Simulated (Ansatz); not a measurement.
This geometry of ClH3Si + H2O (8 atoms, charge 0, multiplicity 1) is a first-order saddle point.

Theory: RKS LDA/6-31G* (Ansatz).

```xyz
8
Properties=species:S:1:pos:R:3
Si -0.192 0.111 -0.066
Cl 0.032 0.761 2.200
H 1.085 -0.657 0.084
H -0.110 1.527 -0.529
H -0.800 -0.605 -1.272
O -1.847 -0.340 0.762
H -2.208 -1.229 0.536
H -1.617 -0.198 1.752
```

Question: Which two structures does it join? (They come from a converged band through this point; their orientation in space is the band's.)

Answer: Bonds broken: Si1–Cl2, O6–H8. Bonds formed: Si1–O6, Cl2–H8. ClH3Si + H2O becomes ClH + H4OSi.

Image 0:

```xyz
8
Properties=species:S:1:pos:R:3
Si 0.191 0.009 -0.025
Cl 0.251 -0.371 2.031
H 1.654 0.062 -0.373
H -0.381 1.354 -0.328
H -0.397 -1.132 -0.788
O -2.320 -0.083 0.590
H -2.360 -0.978 0.989
H -2.296 0.508 1.373
```

Image 10:

```xyz
8
Properties=species:S:1:pos:R:3
Si -0.278 -0.071 -0.522
Cl -0.991 0.823 3.206
H 1.004 -0.760 -0.151
H -0.130 1.411 -0.448
H -0.691 -0.505 -1.899
O -1.512 -0.422 0.576
H -1.749 -1.364 0.686
H -1.309 0.258 2.019
```

Question: How far does it lie above each of them?

Answer: 0.50 eV above the first and 0.53 eV above the second. This is the barrier of this one path; another mechanism may lie lower. The orbitals stay closed-shell, which can raise the energy where a bond breaks towards radicals; this wasn't checked here.

Run time: 2.3 min on 1 thread of Arm Neoverse V1 (shared host), peak memory 0.12 GiB.
